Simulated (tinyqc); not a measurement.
Inside a calculation. Method: coupled-perturbed Hartree-Fock on RHF in the sto-6g basis, for H2O, spin multiplicity 1. One step of it, computed by the program tinyqc.

Task: Response to a field: uncoupled start. Field along z; U_ai = -mu_ai / (e_a - e_i), alpha = -4 sum U_ai mu_ai.

orbital energies (hartree): MO1 -20.515543, MO2 -1.264500, MO3 -0.592712, MO4 -0.467619, MO5 -0.399214, MO6 0.567088, MO7 0.676904

dipole integrals <a|z|i> (bohr):
```
           i1        i2         i3        i4        i5
a6  -0.042432  0.109226   0.120113  0.555029  0.000000
a7  -0.007902  0.033425  -0.676152  0.070348  0.000000
```

Give: uncoupled U; uncoupled polarisability.

Result:

uncoupled U:
```
       i1      i2      i3      i4     i5
a6  0.002  -0.060  -0.104  -0.536  0.000
a7  0.000  -0.017   0.533  -0.061  0.000
```

uncoupled polarisability = 2.727 bohr^3
